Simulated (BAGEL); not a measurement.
# C2H7Al (SMILES C[CH2][AlH2]): HF/STO-3G (density fitting with qzvpp-jkfit)

Aim: the vertical ionisation energy of C2H7Al at HF/STO-3G (density fitting with qzvpp-jkfit), from 2 runs. 

Program for the calculation: BAGEL 1.2.2.

1 further run of the same task is left out (it didn't finish).

### 1 Starting point

C2H7Al has 10 atoms, charge 0, and is taken as a singlet. SMILES: `C[CH2][AlH2]`. Geometry: relaxed at PBE0-D4/def2-TZVP.

Bond lengths: C1–C2 1.528 Å, C2–Al3 1.958 Å, C1–H4 1.094 Å, C1–H5 1.093 Å, C1–H6 1.093 Å, C2–H7 1.099 Å, C2–H8 1.099 Å, Al3–H9 1.592 Å, Al3–H10 1.592 Å. Some angles: C1–C2–Al3 116.9°, C1–C2–H7 110.4°, C1–C2–H8 110.4°, Al3–C2–H7 107.2°, Al3–C2–H8 107.3°, C2–C1–H4 112.2°, C2–C1–H5 111.7°, C2–C1–H6 111.7°, C2–Al3–H9 119.8°, C2–Al3–H10 121.0°.

### 2 The energy at HF/STO-3G (density fitting with qzvpp-jkfit)

hf.json reads:

```json
{ "bagel" : [

{
  "title" : "molecule",
  "basis" : "sto-3g",
  "df_basis" : "qzvpp-jkfit",
  "angstrom" : "true",
  "geometry" : [
    { "atom" : "C", "xyz" : [   -0.939200,    0.315000,   -0.881100 ] },
    { "atom" : "C", "xyz" : [   -0.218500,   -0.592500,    0.114200 ] },
    { "atom" : "Al", "xyz" : [    1.379400,    0.134900,    0.981700 ] },
    { "atom" : "H", "xyz" : [   -1.818700,   -0.166800,   -1.319100 ] },
    { "atom" : "H", "xyz" : [   -0.285500,    0.607100,   -1.707400 ] },
    { "atom" : "H", "xyz" : [   -1.279400,    1.241200,   -0.410000 ] },
    { "atom" : "H", "xyz" : [    0.075900,   -1.534200,   -0.370400 ] },
    { "atom" : "H", "xyz" : [   -0.905800,   -0.910100,    0.910700 ] },
    { "atom" : "H", "xyz" : [    2.176600,   -0.747600,    2.039500 ] },
    { "atom" : "H", "xyz" : [    1.898300,    1.601800,    0.644700 ] }
  ]
},
{ "title" : "hf" },
{ "title" : "print", "file" : "orbitals.molden", "orbitals" : "true" }

]}
```

Run with:

```
$ BAGEL_NUM_THREADS=1 BAGEL hf.json > hf.out
```

Standard output:

```text
* using 1 threads per process

  ===============================================================
  ===============================================================

  *** Geometry ***

  { "atom" : "C", "xyz" : [     -1.774831,      0.595264,     -1.665038 ] },
  { "atom" : "C", "xyz" : [     -0.412905,     -1.119663,      0.215807 ] },
  { "atom" : "Al", "xyz" : [      2.606688,      0.254924,      1.855144 ] },
  { "atom" : "H", "xyz" : [     -3.436845,     -0.315206,     -2.492738 ] },
  { "atom" : "H", "xyz" : [     -0.539517,      1.147253,     -3.226518 ] },
  { "atom" : "H", "xyz" : [     -2.417716,      2.345528,     -0.774788 ] },
  { "atom" : "H", "xyz" : [      0.143430,     -2.899218,     -0.699955 ] },
  { "atom" : "H", "xyz" : [     -1.711714,     -1.719840,      1.720974 ] },
  { "atom" : "H", "xyz" : [      4.113178,     -1.412759,      3.854096 ] },
  { "atom" : "H", "xyz" : [      3.587267,      3.026963,      1.218306 ] },

  Number of auxiliary basis functions:      404

  Since a DF basis is specified, we compute 2- and 3-index integrals:
    o Being stored without compression. Storage requirement is 0.002 GB

  Number of basis functions:       26
  Number of electrons      :       32

    * METHOD: MOLECULE                             0.09

  *** RHF ***

  === Nuclear Repulsion ===
    96.9666891596

      * DIIS with orbital gradients will be used.

  === RHF iteration (sto-3g) ===
      0       -317.85943465          0.00993641           0.01
      1       -317.89165625          0.00232692           0.01
      2       -317.89365813          0.00042920           0.01
      3       -317.89372402          0.00005015           0.01
      4       -317.89372475          0.00001537           0.01
      5       -317.89372483          0.00000290           0.01
      6       -317.89372483          0.00000052           0.01
      7       -317.89372483          0.00000010           0.01
      8       -317.89372483          0.00000002           0.01
      9       -317.89372483          0.00000000           0.01
    * SCF iteration converged.

    * Permanent dipole moment:
           (   -0.079614,     0.025715,    -0.073621) a.u.

    * METHOD: HF                                   0.12

    * METHOD: PRINT                                0.00

  ===============================================================
```

It took 0.36 s on 1 thread of Arm Neoverse V2, shared host.

### 3 The doublet cation, same level

job.json reads:

```json
{ "bagel" : [

{
  "title" : "molecule",
  "basis" : "sto-3g",
  "df_basis" : "qzvpp-jkfit",
  "angstrom" : true,
  "geometry" : [
    { "atom" : "C", "xyz" : [   -0.939200,    0.315000,   -0.881100 ] },
    { "atom" : "C", "xyz" : [   -0.218500,   -0.592500,    0.114200 ] },
    { "atom" : "Al", "xyz" : [    1.379400,    0.134900,    0.981700 ] },
    { "atom" : "H", "xyz" : [   -1.818700,   -0.166800,   -1.319100 ] },
    { "atom" : "H", "xyz" : [   -0.285500,    0.607100,   -1.707400 ] },
    { "atom" : "H", "xyz" : [   -1.279400,    1.241200,   -0.410000 ] },
    { "atom" : "H", "xyz" : [    0.075900,   -1.534200,   -0.370400 ] },
    { "atom" : "H", "xyz" : [   -0.905800,   -0.910100,    0.910700 ] },
    { "atom" : "H", "xyz" : [    2.176600,   -0.747600,    2.039500 ] },
    { "atom" : "H", "xyz" : [    1.898300,    1.601800,    0.644700 ] }
  ]
},
{
  "title" : "uhf",
  "charge" : 1,
  "nopen" : 1
},
{
  "title" : "print",
  "file" : "orbitals.molden",
  "orbitals" : true
}

]}
```

Run with:

```
$ BAGEL_NUM_THREADS=1 BAGEL job.json > job.out
```

Standard output:

```text
* using 1 threads per process

  ===============================================================
  ===============================================================

  *** Geometry ***

  { "atom" : "C", "xyz" : [     -1.774831,      0.595264,     -1.665038 ] },
  { "atom" : "C", "xyz" : [     -0.412905,     -1.119663,      0.215807 ] },
  { "atom" : "Al", "xyz" : [      2.606688,      0.254924,      1.855144 ] },
  { "atom" : "H", "xyz" : [     -3.436845,     -0.315206,     -2.492738 ] },
  { "atom" : "H", "xyz" : [     -0.539517,      1.147253,     -3.226518 ] },
  { "atom" : "H", "xyz" : [     -2.417716,      2.345528,     -0.774788 ] },
  { "atom" : "H", "xyz" : [      0.143430,     -2.899218,     -0.699955 ] },
  { "atom" : "H", "xyz" : [     -1.711714,     -1.719840,      1.720974 ] },
  { "atom" : "H", "xyz" : [      4.113178,     -1.412759,      3.854096 ] },
  { "atom" : "H", "xyz" : [      3.587267,      3.026963,      1.218306 ] },

  Number of auxiliary basis functions:      404

  Since a DF basis is specified, we compute 2- and 3-index integrals:
    o Being stored without compression. Storage requirement is 0.002 GB

  Number of basis functions:       26
  Number of electrons      :       32

    * METHOD: MOLECULE                             0.09

  *** Open-shell HF ***

  === Nuclear Repulsion ===
    96.9666891596

      * DIIS with orbital gradients will be used.

  === UHF iteration (sto-3g) ===
      0       -317.55079934          0.03051227           0.01
      1       -317.61795050          0.00857819           0.01
      2       -317.62423975          0.00302523           0.01
      3       -317.62532214          0.00142285           0.01
      4       -317.62575738          0.00034006           0.01
      5       -317.62580457          0.00007779           0.01
      6       -317.62581132          0.00003767           0.01
      7       -317.62581365          0.00002935           0.01
      8       -317.62581568          0.00001462           0.01
      9       -317.62581597          0.00001252           0.01
     10       -317.62581638          0.00000899           0.01
     11       -317.62581664          0.00000448           0.01
     12       -317.62581669          0.00000279           0.01
     13       -317.62581671          0.00000166           0.01
     14       -317.62581671          0.00000112           0.01
     15       -317.62581671          0.00000046           0.01
     16       -317.62581671          0.00000022           0.01
     17       -317.62581671          0.00000015           0.01
     18       -317.62581671          0.00000010           0.01
     19       -317.62581671          0.00000006           0.01
     20       -317.62581671          0.00000004           0.01
     21       -317.62581671          0.00000002           0.01
     22       -317.62581671          0.00000001           0.01
     23       -317.62581671          0.00000000           0.01
    * SCF iteration converged.

    * S^2 (UHF) is 0.7626

    * Permanent dipole moment:
           (   -0.167206,     0.357122,    -0.302270) a.u.

    * METHOD: UHF                                  0.37

    * METHOD: PRINT                                0.00

  ===============================================================
```

Wall time 0.62 s (1 thread of Arm Neoverse V2, shared host).

### 4 Results

At HF/STO-3G (density fitting with qzvpp-jkfit):

| quantity | value |
| --- | --- |
| singlet C2H7Al: total energy | -317.89372 Eh |
| singlet C2H7Al: dipole moment | 0.28 D |
| singlet C2H7Al: HOMO energy | -8.41 eV |
| singlet C2H7Al: LUMO energy | 8.88 eV |
| singlet C2H7Al: HOMO–LUMO gap | 17.29 eV |
| doublet cation: total energy | -317.62582 Eh |
| doublet cation: ⟨S²⟩ | 0.763 |
| vertical ionisation energy (to the doublet cation) | 7.290 eV |

In words: Removing an electron at fixed nuclei costs 7.29 eV (168 kcal/mol). −ε(HOMO) before ionisation, 8.41 eV, is 1.12 eV above this ionisation energy. In a minimal basis such a difference can be off by several eV, whatever the method.
